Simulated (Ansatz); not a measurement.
A structure relaxed at PBE0-D4/def2-TZVP, charge 0, multiplicity 1:

Cartesian coordinates in Å:
```
F -0.5898 -0.8300 -1.8829
C -0.1534 0.2809 -1.1869
C 0.5249 -0.1508 0.0758
C -0.2128 -0.2308 1.3300
O 0.6489 0.8633 1.0561
H -1.0143 0.9139 -0.9537
H 0.5354 0.8336 -1.8331
H 1.4057 -0.7780 -0.0519
H 0.1299 -0.9061 2.1090
H -1.2745 0.0039 1.3376
```

Task: Give its formula and SMILES.

Result: C3H5FO, `FCC1CO1`.

Task: Summarise the bond lengths by kind.

Result: 1 × C–F 1.382 Å; 2 × C–C 1.457 to 1.497 Å; 5 × C–H 1.086 to 1.094 Å; 2 × C–O 1.416 to 1.419 Å.

Program: Ansatz 0.2.0.
